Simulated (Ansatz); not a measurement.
I need a single point in a Gaussian basis of C₃H₄F₂S, SMILES FC1(F)CSC1. Use Ansatz 0.2.0 through its Python package. Use: PBE0, def2-SVP basis, multiplicity 1.

```xyz
10

F    -0.1820    1.5536   -1.0531
C    -0.1437    0.7034    0.0051
F    -0.4359    1.4596    1.0930
C     1.1633   -0.1332    0.1298
S     0.4074   -1.4942   -0.8144
C    -1.0167   -0.5765   -0.1475
H     1.4213   -0.4007    1.1599
H     2.0373    0.3267   -0.3396
H    -1.8596   -0.4658   -0.8353
H    -1.3916   -0.9728    0.8021
```

`c3h4f2s_energy.py`
```python
"""Single point of C3H4F2S in a Gaussian basis."""

from pathlib import Path
import argparse
import warnings

import ansatz as az
import numpy as np
import pandas as pd

parser = argparse.ArgumentParser(description="Single point of C3H4F2S in a Gaussian basis.")
parser.add_argument("--basis", required=True, help="basis")
parser.add_argument("--xc", required=True, help="exchange-correlation functional")
args = parser.parse_args()

GEOMETRY = """
F    -0.18200    1.55360   -1.05310
C    -0.14370    0.70340    0.00510
F    -0.43590    1.45960    1.09300
C     1.16330   -0.13320    0.12980
S     0.40740   -1.49420   -0.81440
C    -1.01670   -0.57650   -0.14750
H     1.42130   -0.40070    1.15990
H     2.03730    0.32670   -0.33960
H    -1.85960   -0.46580   -0.83530
H    -1.39160   -0.97280    0.80210
"""

warnings.simplefilter("ignore", az.DeckWarning)

c3h4f2s = az.Crystal.molecule()
for line in GEOMETRY.strip().splitlines():
    symbol, *xyz = line.split()
    c3h4f2s = c3h4f2s.atom(symbol, [float(v) for v in xyz])

job = c3h4f2s.calculation()
job = job.basis(gaussian=args.basis)
job = job.functional(args.xc)
job = job.forces().orbitals()
print(job.to_yaml())
outcome = job.run(runs_dir="runs")
summary = outcome.report

print(f"E = {summary['free_energy_ev']:.6f} eV = {summary['free_energy_ev'] / 27.211386246:.7f} Ha")
print("converged:", summary["converged"], " doubts:", summary["published_state_doubts"] or "none")

symbols = [site.symbol for site in c3h4f2s.cartesian_sites]
print("forces (eV/A)")
for symbol, f in zip(symbols, summary["forces_ev_ang"]):
    print(f"  {symbol:2s} {f[0]:9.4f} {f[1]:9.4f} {f[2]:9.4f}")

charges = summary["charge_distribution"]
table = pd.DataFrame({"atom": symbols, "mulliken": charges["mulliken_charges_e"], "lowdin": charges["lowdin_charges_e"]})
print(table.round(3).to_string())
print("dipole (e A):", np.round(charges["dipole_moment_e_ang"], 4) + 0.0)

lines = Path(summary["orbitals_path"]).read_text().splitlines()
field_of = lambda key: [line.split("=")[1].strip() for line in lines if line.startswith(key)]
orbitals = [(27.211386 * float(e), s, float(n)) for e, s, n in zip(field_of("Ene="), field_of("Spin="), field_of("Occup="))]
homo = max(e for e, _, n in orbitals if n > 0.5)
lumo = min(e for e, _, n in orbitals if n < 0.5)
for e, spin, n in sorted(orbitals):
    if homo - 6 < e < lumo + 5:
        print(f"{spin:6s} {e:10.3f} eV  occupation {n:.0f}")
```

```console
$ python c3h4f2s_energy.py --basis def2-SVP --xc pbe0
crystal:
  periodic: [false, false, false]
  atoms:
    - { symbol: F, position_ang: [-0.182, 1.5536, -1.0531] }
    - { symbol: C, position_ang: [-0.1437, 0.7034, 0.0051] }
    - { symbol: F, position_ang: [-0.4359, 1.4596, 1.093] }
    - { symbol: C, position_ang: [1.1633, -0.1332, 0.1298] }
    - { symbol: S, position_ang: [0.4074, -1.4942, -0.8144] }
    - { symbol: C, position_ang: [-1.0167, -0.5765, -0.1475] }
    - { symbol: H, position_ang: [1.4213, -0.4007, 1.1599] }
    - { symbol: H, position_ang: [2.0373, 0.3267, -0.3396] }
    - { symbol: H, position_ang: [-1.8596, -0.4658, -0.8353] }
    - { symbol: H, position_ang: [-1.3916, -0.9728, 0.8021] }
basis:
  gaussian:
    orbitals: def2-SVP
hamiltonian:
  xc: pbe0
output:
  orbitals: {}
  forces: true

E = -19422.125837 eV = -713.7499597 Ha
converged: True  doubts: none
forces (eV/A)
  F     0.1327   -0.9311    0.4457
  C     0.0534   -0.8574    0.9524
  F     0.0888   -0.2684   -0.2672
  C     0.0965    1.1191   -0.7034
  S     0.0285   -0.2488    0.1821
  C    -0.3503    1.0273   -0.7592
  H    -0.2430   -0.0017    0.2260
  H     0.2116    0.0794   -0.1516
  H    -0.1816   -0.0005   -0.2009
  H     0.1636    0.0820    0.2763
  atom  mulliken  lowdin
0    F    -0.205   0.086
1    C     0.319  -0.225
2    F    -0.219   0.073
3    C    -0.096  -0.130
4    S    -0.092   0.306
5    C    -0.096  -0.130
6    H     0.102   0.009
7    H     0.092   0.001
8    H     0.092   0.001
9    H     0.102   0.009
dipole (e A): [ 0.0109 -0.1626  0.1745]
Alpha     -12.572 eV  occupation 2
Alpha     -12.414 eV  occupation 2
Alpha     -11.552 eV  occupation 2
Alpha     -11.360 eV  occupation 2
Alpha     -10.638 eV  occupation 2
Alpha      -9.531 eV  occupation 2
Alpha      -9.389 eV  occupation 2
Alpha      -6.833 eV  occupation 2
Alpha       0.342 eV  occupation 0
Alpha       1.549 eV  occupation 0
Alpha       1.934 eV  occupation 0
Alpha       2.345 eV  occupation 0
Alpha       3.261 eV  occupation 0
Alpha       3.929 eV  occupation 0
Alpha       5.026 eV  occupation 0
Alpha       5.159 eV  occupation 0
Alpha       5.264 eV  occupation 0
```

Caveats:
- Total energies depend on the basis set; only differences at equal settings carry meaning.
- The geometry is a force-field or estimated start, not a minimum of this method, and the basis set is short of its limit.
- The Löwdin charges here are taken after orthogonalising the functions within each atom; they differ from plain Löwdin charges, and their signs can be unphysical.
- Alpha marks a spatial orbital of a restricted run, filled by both spins.
- Levels such as HOMO and LUMO are orbital energies: with these approximate functionals they aren't the ionisation energy and electron affinity, and their gap isn't the fundamental gap.
- Finished in 7.3 s on 1 thread of Intel(R) Xeon(R) Platinum 8259CL CPU @ 2.50GHz (Skylake/Cascade Lake), with other jobs on the host, peak memory 0.34 GiB.

(A comment or docstring line of the script was reworded after the run, the code is as it ran; lines on the test bed's own set-up are left out of the output.)
